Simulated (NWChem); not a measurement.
System: C2H3F; SMILES C=CF

Input file for NWChem:

```
start job
memory heap 200 mb stack 900 mb global 1100 mb
geometry units angstroms noautoz
  C     -0.236674     1.168760     0.000000
  C      0.424893     0.019725     0.000000
  F     -0.184020    -1.161365     0.000000
  H     -1.328429     1.191023     0.000000
  H      0.316275     2.108353     0.000000
  H      1.515840    -0.075106     0.000000
end
basis spherical
  * library sto-3g
end
dft
  xc b3lyp
  iterations 150
  mulliken
end
task dft energy
```

NWChem printed, in part:

```
             Northwest Computational Chemistry Package (NWChem) 7.3.0
             --------------------------------------------------------

 CS  symmetry detected

                             Geometry "geometry" -> ""
                             -------------------------

 Output coordinates in angstroms (scale by  1.889725989 to convert to a.u.)

  No.       Tag          Charge          X              Y              Z
 ---- ---------------- ---------- -------------- -------------- --------------
    1 C                    6.0000    -0.22780870     1.17436602     0.00000000
    2 C                    6.0000     0.42600919     0.02090406     0.00000000
    3 F                    9.0000    -0.19083991    -1.15606061     0.00000000
    4 H                    1.0000    -1.31938911     1.20397709     0.00000000
    5 H                    1.0000     0.33145215     2.11021585     0.00000000
    6 H                    1.0000     1.51629317    -0.08126793     0.00000000

 Effective nuclear repulsion energy (a.u.)      67.6384134860

      Symmetry information
      --------------------

 Group name             Cs
 Group number              2
 Group order               2
 No. of unique centers     6

                                 NWChem DFT Module
                                 -----------------

 Summary of "ao basis" -> "ao basis" (spherical)
 ------------------------------------------------------------------------------
       Tag                 Description            Shells   Functions and Types
 ---------------- ------------------------------  ------  ---------------------
 C                           sto-3g                  3        5   2s1p
 F                           sto-3g                  3        5   2s1p
 H                           sto-3g                  1        1   1s

      Symmetry analysis of basis
      --------------------------

        a'         15
        a"          3

            General Information
            -------------------
          SCF calculation type: DFT
          Wavefunction type:  closed shell.
          No. of atoms     :     6
          No. of electrons :    24
           Alpha electrons :    12
            Beta electrons :    12
          Charge           :     0
          Spin multiplicity:     1
          Use of symmetry is: on ; symmetry adaption is: on
          Maximum number of iterations: 150
          AO basis - number of functions:    18
                     number of shells:    12
          Convergence on energy requested:  1.00D-06
          Convergence on density requested:  1.00D-05
          Convergence on gradient requested:  5.00D-04

              XC Information
              --------------
                         B3LYP Method XC Potential
                     Hartree-Fock (Exact) Exchange  0.200
                        Slater Exchange Functional  0.800 local
                    Becke 1988 Exchange Functional  0.720 non-local
              Lee-Yang-Parr Correlation Functional  0.810
                  VWN I RPA Correlation Functional  0.190 local

             Grid Information
             ----------------
          Grid used for XC integration:  medium
          Radial quadrature: Mura-Knowles
          Angular quadrature: Lebedev.
          Tag              B.-S. Rad. Rad. Pts. Rad. Cut. Ang. Pts.
          ---              ---------- --------- --------- ---------
          C                   0.70       49           7.0       434
          F                   0.50       49           8.0       434
          H                   0.35       45           8.0       434
          Grid pruning is: on
          Number of quadrature shells:   282
          Spatial weights used:  Erf1

      Superposition of Atomic Density Guess
      -------------------------------------

 Sum of atomic energies:        -173.75767340

      Non-variational initial energy
      ------------------------------

 Total energy =    -174.232848
 1-e energy   =    -376.086560
 2-e energy   =     134.215298
 HOMO         =      -0.095377
 LUMO         =       0.286134

      Symmetry analysis of molecular orbitals - initial
      -------------------------------------------------

  Numbering of irreducible representations:

     1 a'          2 a"

  Orbital symmetries:

     1 a'          2 a'          3 a'          4 a'          5 a'
     6 a'          7 a'          8 a'          9 a"         10 a'
    11 a'         12 a"         13 a"         14 a'         15 a'
    16 a'         17 a'         18 a'

     ---------------------------------------------
      Total Density - Mulliken Population Analysis
     ---------------------------------------------

    Atom       Charge   Shell Charges
 -----------   ------   -------------------------------------------------------
    1 C    6     6.33   1.99  1.28  3.06
    2 C    6     5.54   1.99  1.18  2.37
    3 F    9     9.35   2.00  1.91  5.43
    4 H    1     0.92   0.92
    5 H    1     0.91   0.91
    6 H    1     0.96   0.96

   convergence    iter        energy       DeltaE   RMS-Dens  Diis-err
 ---------------- ----- ----------------- --------- --------- ---------
 d= 0,ls=0.0,diis     1   -175.3327677554 -2.43D+02  7.14D-02  4.02D-01
 d= 0,ls=0.0,diis     2   -175.3044705201  2.83D-02  3.96D-02  6.79D-01
 d= 0,ls=0.0,diis     3   -175.4035095823 -9.90D-02  7.69D-03  3.50D-03
 d= 0,ls=0.0,diis     4   -175.4029241709  5.85D-04  4.60D-03  7.03D-03
 d= 0,ls=0.0,diis     5   -175.4041365028 -1.21D-03  8.67D-05  3.53D-06
 d= 0,ls=0.0,diis     6   -175.4041370222 -5.19D-07  2.36D-05  1.67D-07
 d= 0,ls=0.0,diis     7   -175.4041370540 -3.18D-08  3.20D-06  4.22D-09

         Total DFT energy =     -175.404137054045
      One electron energy =     -375.506728580264
           Coulomb energy =      154.939047308440
    Exchange-Corr. energy =      -22.474869268225
 Nuclear repulsion energy =       67.638413486004

 Numeric. integr. density =       24.000000168178

                  Occupations of the irreducible representations
                  ----------------------------------------------

                     irrep           alpha         beta
                     --------     --------     --------
                     a'               10.0         10.0
                     a"                2.0          2.0

                       DFT Final Molecular Orbital Analysis
                       ------------------------------------

 Vector   10  Occ=2.000000D+00  E=-3.330628D-01  Symmetry=a"
              MO Center=  1.6D-02, -5.5D-01,  2.5D-15, r^2= 1.1D+00
   Bfn.  Coefficient  Atom+Function         Bfn.  Coefficient  Atom+Function
  ----- ------------  ---------------      ----- ------------  ---------------
    15      0.712367  3 F  pz                10      0.524929  2 C  pz
     5      0.234741  1 C  pz

 Vector   11  Occ=2.000000D+00  E=-2.262000D-01  Symmetry=a'
              MO Center= -3.1D-02, -9.0D-01, -1.7D-16, r^2= 9.9D-01
   Bfn.  Coefficient  Atom+Function         Bfn.  Coefficient  Atom+Function
  ----- ------------  ---------------      ----- ------------  ---------------
    13      0.833529  3 F  px                14     -0.413477  3 F  py
    18     -0.280139  6 H  s                  4     -0.179143  1 C  py
     2      0.133585  1 C  s                  8     -0.107053  2 C  px
     3      0.097303  1 C  px                17     -0.069542  5 H  s
    16     -0.063510  4 H  s                  9      0.050970  2 C  py

 Vector   12  Occ=2.000000D+00  E=-1.676677D-01  Symmetry=a"
              MO Center= -9.4D-02,  1.4D-01,  8.5D-17, r^2= 1.7D+00
   Bfn.  Coefficient  Atom+Function         Bfn.  Coefficient  Atom+Function
  ----- ------------  ---------------      ----- ------------  ---------------
     5      0.636197  1 C  pz                15     -0.632064  3 F  pz
    10      0.385355  2 C  pz

 Vector   13  Occ=0.000000D+00  E= 1.297522D-01  Symmetry=a"
              MO Center=  8.8D-02,  4.6D-01, -1.4D-16, r^2= 1.3D+00
   Bfn.  Coefficient  Atom+Function         Bfn.  Coefficient  Atom+Function
  ----- ------------  ---------------      ----- ------------  ---------------
    10     -0.811291  2 C  pz                 5      0.776945  1 C  pz
    15      0.333629  3 F  pz

 Vector   14  Occ=0.000000D+00  E= 3.210961D-01  Symmetry=a'
              MO Center=  1.9D-02,  1.2D-01,  5.6D-18, r^2= 1.8D+00
   Bfn.  Coefficient  Atom+Function         Bfn.  Coefficient  Atom+Function
  ----- ------------  ---------------      ----- ------------  ---------------
    14      0.618014  3 F  py                 9      0.582346  2 C  py
     8      0.540728  2 C  px                17     -0.510271  5 H  s
    16      0.453431  4 H  s                 12      0.440466  3 F  s
     3      0.417647  1 C  px                 7     -0.395225  2 C  s
    13      0.262743  3 F  px                18     -0.210922  6 H  s

 Vector   15  Occ=0.000000D+00  E= 4.012974D-01  Symmetry=a'
              MO Center=  7.9D-01, -4.1D-03,  3.5D-17, r^2= 1.6D+00
   Bfn.  Coefficient  Atom+Function         Bfn.  Coefficient  Atom+Function
  ----- ------------  ---------------      ----- ------------  ---------------
     7      1.148843  2 C  s                 18     -1.072515  6 H  s
     8      0.448387  2 C  px                 2     -0.414577  1 C  s
    16      0.415730  4 H  s                  4      0.292202  1 C  py
    14     -0.264025  3 F  py                13     -0.249673  3 F  px
    12     -0.230462  3 F  s                  9     -0.199387  2 C  py

     ---------------------------------------------
      Total Density - Mulliken Population Analysis
     ---------------------------------------------

    Atom       Charge   Shell Charges
 -----------   ------   -------------------------------------------------------
    1 C    6     6.20   1.99  1.16  3.05
    2 C    6     5.97   1.99  1.14  2.84
    3 F    9     9.07   2.00  1.95  5.12
    4 H    1     0.92   0.92
    5 H    1     0.92   0.92
    6 H    1     0.92   0.92

[...]
```

Level: B3LYP/STO-3G. The geometry was optimised at PBE0/def2-SVP. B3LYP is NWChem's, with the RPA form of VWN correlation.
